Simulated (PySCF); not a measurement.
**Frontier orbitals and the lowest excitations**

Compound: C4H11OP.
Cartesian coordinates in Å at the PBE0-D3(BJ)/def2-SVP level; atoms count from 1:
```
atom  x, y, z in Å
C1    -2.3063    0.2801   -0.0973
C2    -1.4850   -0.9481    0.2632
P3     0.2809   -0.8736   -0.1801
O4     1.0451   -2.1349    0.0722
C5     0.9724    0.5891    0.6617
C6     2.4802    0.6737    0.4663
H7    -1.9936    1.1663    0.4755
H8    -3.3733    0.1145    0.1129
H9    -2.2183    0.5260   -1.1676
H10   -1.5176   -1.1658    1.3441
H11   -1.8638   -1.8535   -0.2394
H12    0.2281   -0.4478   -1.5493
H13    0.4555    1.4950    0.3037
H14    0.7236    0.4725    1.7308
H15    2.7402    0.8467   -0.5899
H16    2.9125    1.4946    1.0570
H17    2.9542   -0.2698    0.7733
```

Theory: TDDFT CAM-B3LYP/def2-SVPD, vertical, gas phase, core orbitals frozen in the response (PySCF 2.14.0, density-fitted response routines).

Kohn–Sham orbitals with the atoms that hold most of them (Löwdin shares over 4%, at most four atoms; ? is withheld):

```json
{"orbital": "HOMO-3", "ε (eV)": "-11.42", "atoms": "O4 42%, P3 13%, C2 10%, C1 7%"}
{"orbital": "HOMO-2", "ε (eV)": "-11.15", "atoms": "O4 19%, C6 16%, P3 11%, C5 11%"}
{"orbital": "HOMO-1", "ε (eV)": "-9.08", "atoms": "?"}
{"orbital": "HOMO", "ε (eV)": "-8.97", "atoms": "O4 60%, P3 14%, C5 10%, C2 8%"}
{"orbital": "LUMO", "ε (eV)": "?", "atoms": "?"}
{"orbital": "LUMO+1", "ε (eV)": "1.43", "atoms": "C6 24%, C5 12%, H16 11%, H15 8%"}
{"orbital": "LUMO+2", "ε (eV)": "1.82", "atoms": "H12 25%, H14 13%, P3 10%, H10 9%"}
```

Q: Give the leading atoms of the LUMO.

A: C1 (bonded to C and 3 H) 26%; H8 (bonded to C) 10%; H7 (bonded to C) 9%; C2 (bonded to C, P and 2 H) 9%. By element: carbon 35% or more, hydrogen 19% or more.

Q: Which atoms hold the HOMO-1, and with what shares?

A: O4 (bonded to P) 64%; P3 (bonded to 2 C, O and H) 17%; H12 (bonded to P) 9%.

Q: What is the LUMO energy, and the HOMO–LUMO gap?

A: ε(LUMO) = 1.12 eV; the gap is 10.10 eV (0.3711 hartree).

Q: How does S1 compare with the orbital gap of 10.10 eV?

A: S1 is at 7.28 eV (f = 0.021), 2.82 eV below the gap, made of HOMO→LUMO+1 (47%), HOMO→LUMO+3 (23%), HOMO→LUMO+5 (11%). Its leading pair isn't HOMO and LUMO; the energies of that pair differ by 10.40 eV. 

Next come S2 at 7.34 eV (f 0.0073), HOMO-1→LUMO+1 (42%), HOMO-1→LUMO+3 (24%), HOMO-1→LUMO+5 (10%); S3 at 7.45 eV (f 0.0035), HOMO→LUMO (68%), HOMO→LUMO+2 (10%); S4 at 7.64 eV (f 0.022), HOMO-1→LUMO (48%), HOMO-1→LUMO+2 (15%), HOMO-1→LUMO+3 (12%); S5 at 7.86 eV (f 0.027), HOMO-1→LUMO+1 (20%), HOMO-1→LUMO (19%), HOMO→LUMO+2 (18%).

One conformer stands for the species.
